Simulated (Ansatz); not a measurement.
How far each method lies from full CI for AlH⁻, doublet

Geometry: a PBE0/def2-TZVPD stationary point for this spin.

```json
{"atom": "Al", "x (Å)": "0.0000", "y (Å)": "0.0000", "z (Å)": "0.0000"}
{"atom": "H", "x (Å)": "0.0000", "y (Å)": "0.0000", "z (Å)": "1.7061"}
```

Basis aug-cc-pVDZ; Ansatz 0.2.0. Only valence electrons are correlated (noble-gas cores frozen), which leaves 5 electrons in 31 orbitals. Prefix R: restricted or restricted open-shell reference; prefix U: unrestricted. Active spaces: pair = (3e, 3o) about the gap; valence = (5e, 5o) chosen from the atoms' valence shells.

Full CI is exact within this basis and frozen core; it isn't the basis-set limit. The frozen core follows each run's orbitals, which can shift R against U totals by a few meV.

For open shells CISD is restricted-active-space CI with the open shells as a complete middle space.

- UHF ⟨S²⟩: 0.900
- ⟨S²⟩ of the determinant under UCCSD: 0.773
- T1 diagnostic (RCCSD): 0.0304
- largest doubles amplitude (RCCSD): 0.083
- T1 diagnostic (UCCSD): 0.0236

```csv
level,E − E(RHF) (eV)
RMP2,-1.7674
UMP2,-1.7577
RCCSD,-2.3847
UCCSD,-2.3879
RCCSD(T),-2.4516
UCCSD(T),-2.4520
```

Q: Estimate how far full CI in aug-cc-pVDZ lies from RCCSD(T). The table doesn't fix it; the size of (T) and the diagnostics are the guide.

A: Full CI in aug-cc-pVDZ lies 2.5 kJ/mol below RCCSD(T), which is 39 % of the (T) step (-6.5 kJ/mol). T1 is raised, and the rest is a large part of (T).

The other levels:

| level | E − E(full CI) (kJ/mol) | share of correlation (%) | wall time |
| --- | --- | --- | --- |
| CISD | 17.8 | 92.55 | 0.84 s |
| BCCD(T) | 2.5 | 98.97 | 1.7 s |
| RCCSDT | 0.3 | 99.88 | – |
| UCCSDT | 0.3 | 99.89 | – |
| RCCSDT(Q) | 0.1 | 99.97 | 4.2 s |
| UCCSDT(Q) | 0.1 | 99.98 | 6 s |
| CASSCF (pair space) | 197.9 | 17.23 | – |
| NEVPT2 (pair space) | 62.6 | 73.80 | 1.1 s |
| CASSCF (valence space) | 160.4 | 32.90 | – |
| NEVPT2 (valence space) | 62.2 | 73.99 | 0.72 s |
| MRCISD (valence space) | 10.8 | 95.47 | – |
| MRCISD+Q (valence space) | 0.2 | 99.90 | 0.96 s |

The correlation energy at full CI, counted from RHF, is -2.477 eV. That run took 11 s on 1 thread of Arm Neoverse V2, shared host over 522,431 determinants.

Run but not shown, since their state or frozen core can't be matched to the reference's or they repeat it: UHF.

Times hold each run's SCF and search for its determinant on a shared host, so for small cases they say little of a method's own cost; they ran on 1 thread of Arm Neoverse V2.

The full-CI state has the irrep B1 of C2v, in the program's axes (one component, if the state is degenerate).

Natural occupations of full CI about the gap: 1.942 1.865 0.974 0.064 0.037 0.025 0.018 0.014 0.014 0.010; effectively unpaired electrons, Σ n²(2−n)², 1.10.
